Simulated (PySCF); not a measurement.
**Molecular orbitals of C₂**

PBE0 at R = 1.304 Å; PySCF, no relativity, basis sets C def2-TZVP. State: ³Πu (triplet), unpaired electrons σ ↑, π ↑. Only the outer orbitals are listed.

| spin | orbital | occ. | ε (eV) | main shells (%) |
| --- | --- | --- | --- | --- |
| α | σg | 1 | -23.25 | 78 s, 21 p |
| α | σu | 1 | -12.84 | 69 s, 30 p |
| α | πu | 1 | -10.60 | 97 p |
| α | σg | 1 | -10.12 | 72 p, 28 s |
| α | πu | 1 | -9.49 | 98 p |
| α | πg | 0 | -1.26 | 97 p |
| α | πg | 0 | -0.43 | 97 p |
| α | σg | 0 | 4.02 | 96 s |
| β | σg | 1 | -21.17 | 78 s, 20 p |
| β | σu | 1 | -10.11 | 74 s, 25 p |
| β | πu | 1 | -8.96 | 97 p |
| β | πu | 0 | -5.69 | 98 p |
| β | σg | 0 | -5.36 | 68 p, 32 s |
| β | πg | 0 | 0.21 | 98 p |

Question: Which are the highest filled and the lowest empty level, where do they sit, and how wide is the gap?

Answer: Highest filled β πu at -8.96 eV (in %: 97 p); lowest empty β πu at -5.69 eV (in %: 98 p); the gap at PBE0 is 3.27 eV. Both belong to one degenerate shell, split only by its one-sided filling, so this is no excitation gap.

The bond order (Mayer) is 2.64 and the ⟨S²⟩ is 2.005.

The state was picked by a PBE0 search and need not be the measured ground state.
